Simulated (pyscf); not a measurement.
**Four-centre exchange: difluorosilylene (F–Si:–F) [singlet] + hydrogen (H₂) → hydrogen fluoride (HF) + F–SiH: [singlet]**

Gas phase, singlet surface, charge 0. Bonds broken: F1–Si2, H4–H5. Bonds formed: F1–H4, Si2–H5. PySCF, gas phase, ωB97X-D3(BJ)/def2-SVP geometries.

Transition state (Å):

```xyz
5

F     -0.8355     0.9878    -0.2323
Si     1.0330     0.8246    -0.8217
F      1.5678     0.4328     0.6710
H     -0.5954    -0.0341    -0.6026
H      0.1928    -0.6419    -1.0623
```

One imaginary mode, 1059i cm⁻¹; descent along it reached the two sides named, in the forms told below.

```json
[
 {"bond": "F1–Si2", "change": "breaks", "reactant side (Å)": "1.632", "saddle": "1.966", "product side": "2.261"},
 {"bond": "H4–H5", "change": "breaks", "reactant side (Å)": "0.760", "saddle": "1.096", "product side": "2.8"},
 {"bond": "F1–H4", "change": "forms", "reactant side (Å)": "2.7", "saddle": "1.113", "product side": "0.941"},
 {"bond": "Si2–H5", "change": "forms", "reactant side (Å)": "3.3", "saddle": "1.707", "product side": "1.535"}
]
```

Electronic energies relative to the separated reactants (eV):

```json
[
 {"level": "ωB97X-D3(BJ)/def2-TZVP", "barrier": "2.02", "reaction energy": "+2.05", "reverse barrier": "-0.02"},
 {"level": "PBE/def2-TZVP", "barrier": "1.76", "reaction energy": "+2.05", "reverse barrier": "-0.29"},
 {"level": "r²SCAN/def2-TZVP", "barrier": "1.89", "reaction energy": "+2.15", "reverse barrier": "-0.26"},
 {"level": "B3LYP-D3(BJ)/def2-TZVP", "barrier": "2.03", "reaction energy": "+2.08", "reverse barrier": "-0.05"},
 {"level": "PBE0-D3(BJ)/def2-TZVP", "barrier": "1.85", "reaction energy": "+1.98", "reverse barrier": "-0.13"},
 {"level": "M06-2X/def2-TZVP", "barrier": "2.12", "reaction energy": "+2.12", "reverse barrier": "0.00"},
 {"level": "ωB97M-D3(BJ)/def2-TZVP", "barrier": "2.04", "reaction energy": "+2.08", "reverse barrier": "-0.04"},
 {"level": "HF/def2-TZVP", "barrier": "2.62", "reaction energy": "+1.89", "reverse barrier": "0.73"}
]
```

With ωB97M-D3(BJ)/def2-TZVP energies and thermal terms (ideal gas, 1 atm, RRHO with modes under 100 cm⁻¹ raised to 100, one conformer, R ln 2 for chiral ones without a mode under 150 cm⁻¹), in eV:

```json
[
 {"T (K)": "298", "ΔH‡": "2.08", "ΔG‡": "2.42", "ΔH": "+2.15", "ΔG": "+2.08"},
 {"T (K)": "600", "ΔH‡": "2.04", "ΔG‡": "2.78", "ΔH": "+2.13", "ΔG": "+2.01"},
 {"T (K)": "900", "ΔH‡": "2.02", "ΔG‡": "3.16", "ΔH": "+2.12", "ΔG": "+1.95"},
 {"T (K)": "1200", "ΔH‡": "2.03", "ΔG‡": "3.53", "ΔH": "+2.11", "ΔG": "+1.89"}
]
```

On the product side the descent ends in a complex, 0.29 eV under the separated species and 0.26 eV under the saddle at ωB97X-D3(BJ)/def2-TZVP. At ωB97X-D3(BJ)/def2-TZVP, PBE, r²SCAN, B3LYP-D3(BJ), PBE0-D3(BJ), ωB97M-D3(BJ) the saddle lies under the separated products, which points to a path from their complex (located at ωB97X-D3(BJ) alone), and parting the products costs more than the saddle. One saddle was located; it need not be the lowest between these sides.
